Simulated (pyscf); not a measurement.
Elementary routes open to H₃Si–O–SiH₃ (SMILES [SiH3]O[SiH3]) + H• (SMILES [H]) in the gas phase (doublet surface):
A. SiH₃• (SMILES [SiH3]) + HO–SiH₃ (SMILES O[SiH3]) (O–Si broken; H–O formed)
B. •H₂Si–O–SiH₃ (SMILES [SiH2]O[SiH3]) + H₂ (SMILES [H][H]) (H–Si broken; H–H formed)

Optimised with ωB97X-D3(BJ)/def2-SVP in PySCF.

Rank the routes by free-energy barrier at 900 K, lowest first, for ωB97M-D3(BJ)/def2-TZVP energies (ideal gas, 1 atm, RRHO with modes under 100 cm⁻¹ raised to 100, one conformer, R ln 2 for chiral ones without a mode under 150 cm⁻¹).

B (96.3 kJ/mol), A (203.6 kJ/mol)

Route B is the fastest of these, ahead of the next by 107.3 kJ/mol. The most stable products are those of B (ΔG = -56.8 kJ/mol), so kinetics and thermodynamics agree. At 298 K B is still the fastest. A: On the product side the descent ends in an adduct with a Si–Si, O–Si contact, 52.0 kJ/mol over the separated species and 24.1 kJ/mol under the saddle at ωB97X-D3(BJ)/def2-TZVP. Only these routes are compared; each barrier is that of the saddle found, and lower ones may exist.
